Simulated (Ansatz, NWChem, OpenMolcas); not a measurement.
Worked example: BH2Cl + CH3 → BH2 + CH3Cl

Species: BH2Cl `BCl`, singlet; CH3 (methyl radical) `[CH3]`, doublet; BH2 (boron dihydride) `[BH2]`, doublet; CH3Cl (chloromethane) `CCl`, singlet. A radical takes Cl: the energy is the difference in strength between the B–Cl bond broken and the C–Cl bond made.

Shapes, held fixed at every level: PBE0-D4/def2-TZVP. Programs: Ansatz 0.2.0, NWChem 7.3.0, OpenMolcas 26.06. A level may come from different programs for different species; with the same settings they agree closely. Electronic energies: no zero-point or thermal term.

At PBE0/def2-SVP; 1 Eh = 2625.50 kJ/mol:

| species | energy (Eh) |
| --- | --- |
| BH2Cl | -485.908619 |
| CH3 | -39.753033 |
| BH2 | -25.865017 |
| CH3Cl | -499.728423 |

Q: Work out ΔE of the reaction at this level.

A: 
1. Products less reactants: (-25.865017) + (-499.728423) − [(-485.908619) + (-39.753033)] = 0.068212 Eh = +179.1 kJ/mol.

Other levels give +169.9 (HF/3-21G) to +195.6 kJ/mol (HF/STO-3G). No measured value is set beside it here. Open shells run unrestricted.
